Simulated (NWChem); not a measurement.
## Correlation energy of F (+1)

```
F
```
Charge +1, spin multiplicity 3.

All runs are NWChem calculations.

Basis set: cc-pVQZ. Each correlation energy counts from its own Hartree-Fock reference.

The correlated methods keep 1 core orbital frozen. The stability of the SCF solutions was not checked. Open-shell Hartree-Fock references start from PBE0 orbitals. Coupled-cluster values serve here as a point of comparison, not as the truth.

```tsv
method	correlation energy (mHa)
URI-MP2	-159.0
UMP2	-159.0
SCS-UMP2	(withheld)
CCSD on UHF	(withheld)
CCSD[T] on UHF	-175.9
CCSD(T) on UHF	-175.9
CCSD on ROHF	(withheld)
CCSD[T] on ROHF	-182.6
CCSD(T) on ROHF	-182.6
```

**Question.** Fill in the missing entries.

**Answer.** 
- SCS-UMP2, correlation energy (mHa): -158.2
- CCSD on UHF, correlation energy (mHa): -173.4
- CCSD on ROHF, correlation energy (mHa): -179.9
